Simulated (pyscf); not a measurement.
Single points on ωB97X-D3(BJ)/def2-SVP structures (PySCF, gas phase).

**Question.** HO–P=PH → P≡P + H₂O
Surface: singlet. Broken: O–P, H–P. Formed: H–O. Give ΔE‡ and ΔE from M06-2X/def2-TZVP, relative to the reactant's lowest minimum found.

**Answer.** ΔE‡ = 39.6 kcal/mol, ΔE = +8.8 kcal/mol. CCSD(T)/def2-TZVPP + ΔMP2(QZVPP) gives 39.5 kcal/mol and +3.8 kcal/mol. Zero-point energy shifts the barrier by -2.0 kcal/mol. It is an elimination, with an imaginary mode of 1598i cm⁻¹. This is the saddle that the search found; another between the same sides may lie lower. The CCSD(T) − MP2 part came from Ansatz, without density fitting, on the same reference.
